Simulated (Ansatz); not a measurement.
BHPb2O4 (C2/m, No. 12; cell taken from a computed entry), treated with LDA (Ansatz, a program for electronic structure, PAW).

Numerical settings: plane-wave cutoff 520 eV, 8×8×6 k mesh (along the axes of the cell as run), Fermi–Dirac smearing 0.01 eV, scalar-relativistic PAW data made under PBE.

Cell (relaxed with PBEsol):

```xyz
16
Lattice="6.4598 -2.8354 0.0124 6.4598 2.8354 0.0124 -3.3354 0.0000 6.5825" Properties=species:S:1:pos:R:3 pbc="T T T"
B      3.1241     0.0000     2.2746
B      6.4600     0.0000     4.3327
H      3.8971     0.0000     4.1076
H      5.6871     0.0000     2.4997
Pb    -0.1420     0.0000     1.7653
Pb     9.7261     0.0000     4.8420
Pb     8.2308     0.0000     0.5019
Pb     1.3534     0.0000     6.1054
O      4.4047     0.0000     1.7787
O      5.1795     0.0000     4.8286
O      2.9505     0.0000     3.6655
O      6.6336     0.0000     2.9418
O      2.0608     0.0000     1.4184
O      7.5234     0.0000     5.1889
O      6.4598     1.3926     0.0124
O      6.4598    -1.3926     0.0124
```

Problem. What does this level give for the band gap, smallest direct gap on the k points sampled and Γ–Γ gap?

Solution. 
* **band gap**: 2.87 eV
* **smallest direct gap on the k points sampled**: 3.09 eV
* **Γ–Γ gap**: 3.95 eV

Note: cell and atoms aren't relaxed at this level (largest force component 0.32 eV/Å, pressure -3.1 GPa); this cell isn't known to be the ambient phase, and symmetry holds it in the calculation.

Spin–orbit coupling is not included; with these elements it can move the gap by several tenths of an eV or more.

The computed numbers hold no vibrational or temperature effects.

It cost around 7 core-minutes (rough) of CPU time.
